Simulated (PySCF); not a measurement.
Simulated outer-valence photoelectron spectrum of CH3CF2CN (`N#CC(C)(F)F`). Theory: EOM-IP-CCSD/aug-cc-pVDZ in PySCF, restricted Hartree–Fock reference, 6 core orbitals frozen, non-relativistic, gas phase, PBE0-D3(BJ)/def2-SVP geometry.

Each root has a Gaussian of 0.3 eV full width with its one-hole share as area; cross sections and vibrations are left out, and the highest printed point is 100.

(ionisation energy (eV), intensity): (12.9, 1), (13.0, 4), (13.1, 18), (13.2, 42), (13.3, 59), (13.4, 71), (13.5, 94), (13.6, 100), (13.7, 63), (13.8, 22), (13.9, 5), (14.0, 7), (14.1, 24), (14.2, 45), (14.3, 46), (14.4, 26), (14.5, 8), (14.6, 2), (14.7, 8), (14.8, 25), (14.9, 46), (15.0, 47), (15.1, 27), (15.2, 20), (15.3, 36), (15.4, 51), (15.5, 47), (15.6, 42), (15.7, 51), (15.8, 46), (15.9, 27), (16.0, 21), (16.1, 37), (16.2, 50), (16.3, 37), (16.4, 15), (16.5, 3), (16.6, 0)

Where are the maxima, and how many lines lie under the curve?

6 maxima, at 13.6, 14.3, 15.0, 15.4, 15.7 and 16.2 eV, from 8 lines. At this width some lines have no maximum of their own.

List the lines with their holes.

```tsv
E (eV)	leading hole (HF orbital)	area	Koopmans (eV)
13.28	HOMO-2	0.95	15.42
13.56	HOMO	0.95	13.60
13.59	HOMO-1	0.96	13.73
14.25	HOMO-3	0.94	16.12
14.95	HOMO-4	0.95	16.27
15.41	HOMO-5	0.95	16.65
15.75	HOMO-6	0.95	18.17
16.20	HOMO-7	0.95	18.59
```

The widest gap, 0.70 eV, lies between 14.25 and 14.95 eV. Only orbitals with −ε under 21 eV, eight at most, were ionised, so the high end of the curve may lack lines.

On an Arm Neoverse V2 with one thread, no GPU, shared host, this took 8.2 min of wall time and 3.0 GiB of memory at its peak.
